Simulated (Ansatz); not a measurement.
A calculation with Ansatz (development build ahead of 0.2.0).

```yaml
crystal:
  periodic: [false, false, false]
  atoms:
    - { symbol: F, position_ang: [0.71, 0.0, 2.8] }
    - { symbol: F, position_ang: [-0.71, 0.0, 2.8] }
    - { symbol: H, position_ang: [0.37, 0.0, 0.0] }
    - { symbol: H, position_ang: [-0.37, 0.0, 0.0] }
basis:
  gaussian: { orbitals: def2-SVP }
hamiltonian:
  xc: hf
```

The input is written out in the form of the current development build from the run's settings.

Output:

| Property | Result |
| --- | --- |
| Converged | yes |
| Total energy | -199.63424 hartree |
| Spin squared of the determinant | 0.000 |

Caution: no unrestricted run beside it, a lower state can exist.
